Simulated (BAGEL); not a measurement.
# One shape, several levels: doublet [BH3O2]+

Wanted: a comparison of 3 runs (ROHF/6-31G*, UHF/6-31G*, ROHF/def2-TZVP) of doublet [BH3O2]+. 

The results are computed with BAGEL 1.2.2.

## Step 1: Starting point

[BH3O2]+: 6 atoms, total charge +1, spin state doublet. As SMILES of the parent species, `OBO`. The shape is that of a PBE0-D4/def2-TZVP optimisation. This is one conformer, not always the lowest. That shape belongs to the parent species and isn't relaxed for this state.

Bond lengths: O1–B2 1.356 Å, B2–O3 1.356 Å, O1–H4 0.958 Å, B2–H5 1.204 Å, O3–H6 0.958 Å. Angles: O1–B2–O3 116.8°, O1–B2–H5 121.6°, O3–B2–H5 121.6°, B2–O1–H4 112.7°, B2–O3–H6 112.7°.

## Step 2: The energy at ROHF/6-31G(d) (density fitting with qzvpp-jkfit, spherical functions) (run 1)

input.json reads:

```json
{ "bagel" : [

{
  "title" : "molecule",
  "basis" : "6-31gs.json",
  "df_basis" : "qzvpp-jkfit",
  "angstrom" : true,
  "geometry" : [
    { "atom" : "O", "xyz" : [   -1.176200,   -0.524500,   -0.251800 ] },
    { "atom" : "B", "xyz" : [    0.049500,    0.028100,   -0.072900 ] },
    { "atom" : "O", "xyz" : [    0.580600,   -0.053800,    1.172500 ] },
    { "atom" : "H", "xyz" : [   -1.494700,   -0.433500,   -1.150600 ] },
    { "atom" : "H", "xyz" : [    0.637800,    0.565600,   -0.976100 ] },
    { "atom" : "H", "xyz" : [    1.445200,    0.354100,    1.232800 ] }
  ]
},
{
  "title" : "rohf",
  "charge" : 1,
  "nopen" : 1
},
{
  "title" : "print",
  "file" : "orbitals.molden",
  "orbitals" : true
}

]}
```

The basis set 6-31G* is read from a file made from the Basis Set Exchange's data (not shown).

The run is started by

```sh
$ BAGEL_NUM_THREADS=1 BAGEL input.json > input.out
```

Log:

```text
* using 1 threads per process

  ===============================================================
  ===============================================================

  *** Geometry ***

  { "atom" : "O", "xyz" : [     -2.222696,     -0.991161,     -0.475833 ] },
  { "atom" : "B", "xyz" : [      0.093541,      0.053101,     -0.137761 ] },
  { "atom" : "O", "xyz" : [      1.097175,     -0.101667,      2.215704 ] },
  { "atom" : "H", "xyz" : [     -2.824574,     -0.819196,     -2.174319 ] },
  { "atom" : "H", "xyz" : [      1.205267,      1.068829,     -1.844562 ] },
  { "atom" : "H", "xyz" : [      2.731032,      0.669152,      2.329654 ] },

  Number of auxiliary basis functions:      283

  Since a DF basis is specified, we compute 2- and 3-index integrals:
    o Being stored without compression. Storage requirement is 0.005 GB

  Number of basis functions:       48
  Number of electrons      :       24

    * METHOD: MOLECULE                             0.05

  *** Open-shell HF ***

  === Nuclear Repulsion ===
    66.7052445314

      * DIIS with orbital gradients will be used.

  === ROHF iteration (6-31gs.json) ===
      0       -175.58603909          0.07101998           0.01
      1       -175.69639765          0.05370574           0.01
      2       -175.74108575          0.03901363           0.01
[... 56 lines of this table left out ...]
     59       -175.79552960          0.00000001           0.01
    * SCF iteration converged.

    * S^2 (ROHF) is 0.7500

    * Permanent dipole moment:
           (   -1.004243,    -0.919972,     1.551294) a.u.

    * METHOD: ROHF                                 0.93

    * METHOD: PRINT                                0.00

  ===============================================================
```

Wall time 1.1 s (1 thread of Arm Neoverse V2, shared host).

## Step 3: A single-point energy at UHF/6-31G(d) (density fitting with qzvpp-jkfit, spherical functions) (run 2)

job.json reads:

```json
{ "bagel": [

{
  "title": "molecule",
  "basis": "6-31gs.json",
  "df_basis": "qzvpp-jkfit",
  "angstrom": true,
  "geometry": [
    { "atom": "O", "xyz": [   -1.176200,   -0.524500,   -0.251800 ] },
    { "atom": "B", "xyz": [    0.049500,    0.028100,   -0.072900 ] },
    { "atom": "O", "xyz": [    0.580600,   -0.053800,    1.172500 ] },
    { "atom": "H", "xyz": [   -1.494700,   -0.433500,   -1.150600 ] },
    { "atom": "H", "xyz": [    0.637800,    0.565600,   -0.976100 ] },
    { "atom": "H", "xyz": [    1.445200,    0.354100,    1.232800 ] }
  ]
},
{
  "title": "uhf",
  "charge": 1,
  "nopen": 1
},
{
  "title": "print",
  "file": "orbitals.molden",
  "orbitals": true
}

]}
```

The basis set 6-31G* is read from a file made from the Basis Set Exchange's data (not shown).

The run is started by

```sh
$ BAGEL_NUM_THREADS=1 BAGEL job.json > job.out
```

Log:

```text
* using 1 threads per process

  ===============================================================
  ===============================================================

  *** Geometry ***

  { "atom" : "O", "xyz" : [     -2.222696,     -0.991161,     -0.475833 ] },
  { "atom" : "B", "xyz" : [      0.093541,      0.053101,     -0.137761 ] },
  { "atom" : "O", "xyz" : [      1.097175,     -0.101667,      2.215704 ] },
  { "atom" : "H", "xyz" : [     -2.824574,     -0.819196,     -2.174319 ] },
  { "atom" : "H", "xyz" : [      1.205267,      1.068829,     -1.844562 ] },
  { "atom" : "H", "xyz" : [      2.731032,      0.669152,      2.329654 ] },

  Number of auxiliary basis functions:      283

  Since a DF basis is specified, we compute 2- and 3-index integrals:
    o Being stored without compression. Storage requirement is 0.005 GB

  Number of basis functions:       48
  Number of electrons      :       24

    * METHOD: MOLECULE                             0.05

  *** Open-shell HF ***

  === Nuclear Repulsion ===
    66.7052445314

      * DIIS with orbital gradients will be used.

  === UHF iteration (6-31gs.json) ===
      0       -175.58603909          0.07101998           0.01
      1       -175.70844643          0.05254271           0.01
      2       -175.75745954          0.03681636           0.01
[... 30 lines of this table left out ...]
     33       -175.80690771          0.00000001           0.01
    * SCF iteration converged.

    * S^2 (UHF) is 0.7880

    * Permanent dipole moment:
           (   -0.904979,    -0.826848,     1.390024) a.u.

    * METHOD: UHF                                  0.54

    * METHOD: PRINT                                0.00

  ===============================================================
```

It took 0.76 s on 1 thread of Arm Neoverse V2, shared host.

## Step 4: The energy at ROHF/def2-TZVP (density fitting with qzvpp-jkfit) (run 3)

input.json reads:

```json
{ "bagel" : [

{
  "title" : "molecule",
  "basis" : "def2-tzvp.json",
  "df_basis" : "qzvpp-jkfit",
  "angstrom" : "true",
  "geometry" : [
    { "atom" : "O", "xyz" : [      -1.176200,      -0.524500,      -0.251800 ] },
    { "atom" : "B", "xyz" : [       0.049500,       0.028100,      -0.072900 ] },
    { "atom" : "O", "xyz" : [       0.580600,      -0.053800,       1.172500 ] },
    { "atom" : "H", "xyz" : [      -1.494700,      -0.433500,      -1.150600 ] },
    { "atom" : "H", "xyz" : [       0.637800,       0.565600,      -0.976100 ] },
    { "atom" : "H", "xyz" : [       1.445200,       0.354100,       1.232800 ] }
  ]
},

{ "title" : "rohf", "charge" : 1, "nopen" : 1 },

{ "title" : "print", "file" : "orbitals.molden", "orbitals" : "true" }

]}
```

The basis set def2-TZVP is read from a file made from the Basis Set Exchange's data (not shown).

The run is started by

```sh
$ BAGEL_NUM_THREADS=1 BAGEL input.json > input.out
```

Log:

```text
* using 1 threads per process

  ===============================================================
  ===============================================================

  *** Geometry ***

  { "atom" : "O", "xyz" : [     -2.222696,     -0.991161,     -0.475833 ] },
  { "atom" : "B", "xyz" : [      0.093541,      0.053101,     -0.137761 ] },
  { "atom" : "O", "xyz" : [      1.097175,     -0.101667,      2.215704 ] },
  { "atom" : "H", "xyz" : [     -2.824574,     -0.819196,     -2.174319 ] },
  { "atom" : "H", "xyz" : [      1.205267,      1.068829,     -1.844562 ] },
  { "atom" : "H", "xyz" : [      2.731032,      0.669152,      2.329654 ] },

  Number of auxiliary basis functions:      283

  Since a DF basis is specified, we compute 2- and 3-index integrals:
    o Being stored without compression. Storage requirement is 0.028 GB

  Number of basis functions:      111
  Number of electrons      :       24

    * METHOD: MOLECULE                             0.09

  *** Open-shell HF ***

  === Nuclear Repulsion ===
    66.7052445314

      * DIIS with orbital gradients will be used.

  === ROHF iteration (def2-tzvp.json) ===
      0       -175.56814312          0.05753875           0.05
      1       -175.70506974          0.04815683           0.05
      2       -175.77921348          0.03661250           0.05
[... 20 lines of this table left out ...]
     23       -175.88678388          0.00000001           0.05
    * SCF iteration converged.

    * S^2 (ROHF) is 0.7500

    * Permanent dipole moment:
           (   -1.014599,    -0.926691,     1.557208) a.u.

    * METHOD: ROHF                                 1.27

    * METHOD: PRINT                                0.02

  ===============================================================
```

Run time: 1.6 s. Hardware: 1 thread of Arm Neoverse V2, shared host.

## Step 5: All runs side by side

```
run                                                                level  energy (Eh)   ⟨S²⟩  wall time
  1  ROHF/6-31G* (density fitting with qzvpp-jkfit, spherical functions)  -175.795530  0.750      1.1 s
  2   UHF/6-31G* (density fitting with qzvpp-jkfit, spherical functions)  -175.806908  0.788     0.76 s
  3                    ROHF/def2-TZVP (density fitting with qzvpp-jkfit)  -175.886784  0.750      1.6 s
```

## Step 6: Results

| quantity | value |
| --- | --- |
| run 3: total energy | -175.88678 Eh |
| run 3: ⟨S²⟩ | 0.750 |

Over the runs the total energy spans 2.483 eV. All runs together took 3.5 s, the longest 1.6 s.
